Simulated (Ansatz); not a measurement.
Results of HSE06 in Ansatz (PAW) for rock-salt TiC.

Settings: plane-wave cutoff 500 eV, 10×10×10 k mesh, Fermi–Dirac smearing 0.05 eV, no spin polarisation, scalar-relativistic PAW data made under PBE.

Computed at the level's own relaxed cell.

**Question.** Predict the volume per atom and lattice parameter a.

**Answer.** 
* **volume per atom**: 9.97 Å³/atom
* **lattice parameter a**: 4.305 Å

Measured, for comparison: equilibrium volume per atom 10.15 Å³/atom, lattice constant a 4.33 Å (temperature not stated, no zero-point or thermal correction; as tabulated in Zhang et al. (2018), doi:10.1088/1367-2630/aac7f0). Computed (rounded) less measured: equilibrium volume per atom -1.8 %, lattice constant a -0.6 %. A static lattice is as a rule a little smaller and stiffer than an uncorrected measurement, which narrows the difference in the equilibrium volume per atom, lattice constant a and would widen misses of the other sign.

Note: exact exchange on metals is sensitive to the k mesh and can open a false gap; the run warned that the count of filled bands differs between k points.

The computed numbers hold no vibrational or temperature effects.

Ansatz is a first-principles code.
